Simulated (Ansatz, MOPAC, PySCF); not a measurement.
System: CH₃O₂, charge 1, multiplicity 1. SMILES: O=C[OH2+]
Structure (B3LYP-D3(BJ)/def2-TZVP (Ansatz, a quantum-chemistry and plane-wave program) minimum search):
```xyz
6

O     -1.0512    -0.5390    -0.0452
C      0.2216     0.5857     0.0087
O      1.2564     0.1357     0.1286
H     -0.7781    -1.4708    -0.1509
H     -0.3073     1.5344    -0.0525
H     -1.8852    -0.3516    -0.5157
```
Charge +1, spin multiplicity 1.

Unscaled harmonic wavenumbers (cm⁻¹) in rising order, each level at the stationary point that it reaches from this structure (no distance between atoms moves by over 0.3 Å); the order of modes can differ between levels, and a negative number is imaginary. B3LYP-D3(BJ)/def2-TZVP (PySCF, at the structure above): 244, 292, 422, 485, 845, 923, 1203, 1606, 2078, 3204, 3615, 3724.

PM6 (MOPAC): 138, 278, 391, 478, 767, 915, 1000, 1475, 2018, 2414, 2494, 2590. Zero-point energy 21.4 against 26.6 kcal/mol; where all levels lie over 400 cm⁻¹, the wavenumbers are on average 0.860 times those of B3LYP-D3(BJ)/def2-TZVP.

HF/3-21G (Ansatz): 290, 476, 599, 626, 1005, 1106, 1411, 1775, 2089, 3439, 3697, 3816. Zero-point energy 29.1 against 26.6 kcal/mol; where all levels lie over 400 cm⁻¹, the wavenumbers are on average 1.120 times those of B3LYP-D3(BJ)/def2-TZVP.
